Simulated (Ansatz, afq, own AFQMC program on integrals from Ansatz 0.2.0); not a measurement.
**Atomization energy of CHN, singlet**

```xyz
3

N     0.0000    0.0000    1.1200
C     0.0000    0.0000   -0.0256
H     0.0000    0.0000   -1.0944
```

Connectivity, by distances: N–CH.

Atoms in their ground-state spins without spin–orbit coupling (mostly on UHF) minus the molecule (RHF), without zero-point energy. The geometry is a stationary point, not shown to be a minimum.

Basis cc-pVTZ. Noble-gas cores (and the filled d shells of Ga–Kr and In–Xe) are frozen. AFQMC by an in-house program on the Cholesky factors that Ansatz 0.2.0 writes for its CCSD(T) run. ph-AFQMC/CISD is guided by a CISD state made of CCSD amplitudes; releasing the constraint for a short imaginary time cuts its bias at the price of noise, slowly where states lie close. Error bars are statistical, one sigma. The errors of all members are added in quadrature.

No full CI on the walks' own integrals is used here. The released AFQMC energy serves as the reference, which it does only where one determinant dominates, the energy is flat over the last release times and near the phaseless one (40 meV or 2 meV an electron, half that with transition metals). On small molecules, where full CI could be run and the noise was under 10 meV, such values lay within 10 meV of it in 19 cases of 20, a flattering rate, since the rule was set on those same cases; what remains of the bias isn't in the error bar. Each member takes its own surest rung, up to full CI.

The best estimate is CCSD(T) at the basis-set limit (CBS: def2-TZVPP and def2-QZVPP, with their diffuse functions for anions and beside diffuse sets, CCSD(T) itself extrapolated) plus the step from CCSD(T) to AFQMC with the constraint released in cc-pVTZ. Rows without CBS are in cc-pVTZ; B2PLYP and the wave-function rows carry a basis error of their own. Core correlation and relativity beyond core potentials are missing, and ± holds the sampling alone.

Cautions: CHN (singlet): the released value is read at 2.40 1/Eh (meV from the phaseless value at times in 1/Eh: -11 ± 4 at 0.24, -10 ± 4 at 0.51, -11 ± 5 at 0.99, -13 ± 4 at 1.62, -14 ± 6 at 2.40).

Best estimate: 311.6 ± 0.1 kcal/mol.

```tsv
level	atomization energy (kcal/mol)	error against the best estimate (kcal/mol)
HF	198.9	-112.7 ± 0.1
MP2	312.3	0.8 ± 0.1
CCSD	292.5	-19.1 ± 0.1
CCSD(T)	300.9	-10.7 ± 0.1
CCSDT	300.3	-11.3 ± 0.1
CCSDT(Q)	301.2	-10.4 ± 0.1
ph-AFQMC/CISD	301.0 ± 0.1	-10.5 ± 0.2
released AFQMC	301.2 ± 0.1	-10.4
HF/CBS	199.8	-111.7 ± 0.1
MP2/CBS	323.1	11.6 ± 0.1
CCSD(T)/CBS	311.3	-0.3 ± 0.1
PBE	326.0	14.4 ± 0.1
r2SCAN	307.9	-3.6 ± 0.1
PBE0	310.8	-0.8 ± 0.1
B3LYP	313.0	1.5 ± 0.1
wB97M-V	313.3	1.8 ± 0.1
B2PLYP	312.2	0.6 ± 0.1
```

Correlation beyond CCSD(T) changes it by less than twice the noise. Going to the basis-set limit adds 10.4 kcal/mol at CCSD(T). The perturbative (T) step is worth +8.4 kcal/mol. The functionals spread over 18.0 kcal/mol; B2PLYP and PBE0 come nearest and PBE is 14.4 kcal/mol too high.

Best estimates are given only where the step beyond CCSD(T) is under 0.3 eV and no member's determinant is very poor (T1 over 0.05, or 0.07 for open shells, ⟨S²⟩ too high by 0.3, two states mixed), so the hardest cases are missing from such tables.

The functionals ran in a triple-zeta set and keep a basis error of their own, a few kJ/mol for each bond in atomization energies and more for double hybrids, so close places among them and the extrapolated levels can swap.

CCSDT and higher add their correlation energy to the determinant of the CCSD(T) run, since their own runs factorise the integrals more tightly (a shift of under 2 meV). Each member of a difference takes its own highest rung, so a best estimate needn't equal the limit plus the step of one row. A walk keeps the symmetry of its determinant, which the program's search chose and which needn't be the lowest solution, so a lower state of the same spin and another symmetry isn't excluded. Released energies are given only where the last usable release times agree within the noise; a slower fall can still hide under it.
